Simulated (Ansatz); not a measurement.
Born–Oppenheimer molecular dynamics of BClH₂O (5 atoms, charge 0, multiplicity 1). It starts from a relaxed structure.

Method: RKS B3LYP/def2-SVP (Ansatz).

```json
{"ensemble": "NVE (velocity Verlet)", "time step": "0.5 fs", "steps asked": "150", "starting velocities drawn for": "700 K", "seed": "340050"}
```

First frame:

```xyz
5
Properties=species:S:1:pos:R:3
B 0.015 -0.064 -0.034
Cl -0.072 -0.116 1.742
H 1.052 0.216 -0.567
O -1.059 -0.333 -0.791
H -1.857 -0.550 -0.287
```

Question: How far do the bonds stretch over the last three quarters of this one trajectory? (Pairs bonded in most of those frames.)

Answer: 
```
  bond  mean (Å)  spread (Å)  shortest  longest
B1–Cl2     1.778       0.008      1.76     1.80
 B1–H3     1.210       0.080      1.10     1.33
 B1–O4     1.343       0.012      1.32     1.36
 O4–H5     0.969       0.010      0.95     0.99
```

Mean temperature of the second half: 339 K. The conserved energy stayed within 0.6 meV per atom of its start (net change 0.055 meV per atom), so the integration is sound. Over the second half the temperature averaged 0.48 of the 700 K drawn at the start: a run that starts near a minimum puts about half its kinetic energy into the potential. A run of 0.075 ps of so small a system gives no equilibrium averages.

Time of the run: 3 min on 1 thread of Arm Neoverse V1 (shared host), peak memory 0.098 GiB.
